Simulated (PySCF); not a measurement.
**C2H2Cl−, a complex of two parts: interaction energy**

The task here is to estimate one member of a computed series from the others.

Programs: PySCF 2.14.0. All values are calculated, for the isolated system unless a continuum is named. Atoms count from 0, parts from 1.

### Starting point

5 atoms, charge -1, multiplicity 1; geometry: GFN2-xTB. Parts: 1 = atoms 0–3, `C#C`, charge 0; 2 = atom 4, `[Cl-]`, charge -1.

The first run:

The job: settings as JSON, then the geometry in Å.

```
{"job": {"xc": "PBE0", "basis": "def2-TZVPD", "d3": "d3bj", "grid": 3, "kind": "geom", "shake": 0.01}, "charge": -1, "multiplicity": 1, "parts": [{"atoms": "0-3", "charge": 0, "multiplicity": 1}, {"atoms": "4-4", "charge": -1, "multiplicity": 1}]}
C      0.674626    -0.071973    -0.022582
C     -0.527327     0.042848     0.166680
H      1.668976    -0.131323    -0.207164
H     -1.533636     0.132973     0.338941
Cl    -3.827417     0.304191     0.707893
```

Launch:

```
$ OMP_NUM_THREADS=1 python cluster_run.py task.json out
```

One launch serves the whole session: the jobs run in the order shown.

Among the steps run: Optimising the geometry at PBE0-D3(BJ)/def2-TZVPD; Coupled-cluster interaction energy: CCSD(T) and MP2, 2.23 Å; Coupled-cluster interaction energy: CCSD(T) and MP2, 2.34 Å; Coupled-cluster interaction energy: CCSD(T) and MP2, 2.45 Å; Coupled-cluster interaction energy: CCSD(T) and MP2, 2.12 Å; Coupled-cluster interaction energy: CCSD(T) and MP2, 2.79 Å; Coupled-cluster interaction energy: CCSD(T) and MP2, 2.01 Å; Coupled-cluster interaction energy: CCSD(T) and MP2, 3.34 Å; Coupled-cluster interaction energy: CCSD(T) and MP2, 4.46 Å.

One table of the session follows, with a row left open; its other results are not shown here.

It belongs to the step «Coupled-cluster interaction energy: CCSD(T) and MP2, 4.46 Å». 

| method | interaction energy (kcal/mol) |
| --- | --- |
| HF/aug-cc-pVDZ | -3.17 |
| MP2/aug-cc-pVDZ | -3.00 |
| CCSD/aug-cc-pVDZ | -2.97 |
| CCSD(T)/aug-cc-pVDZ | -2.97 |
| HF/aug-cc-pVQZ | -3.17 |
| MP2/aug-cc-pVQZ | -3.05 |
| SCS-MP2/aug-cc-pVQZ | -2.99 |
| MP2, extrapolated | -3.05 |
| CCSD(T), limit estimate | ? |

Q: Estimate the row for CCSD(T), limit estimate from the others.

**Answer.** interaction energy (kcal/mol): -3.03. In the column «interaction energy (kcal/mol)» it lies between MP2, extrapolated (-3.05) and MP2/aug-cc-pVDZ (-3.00).
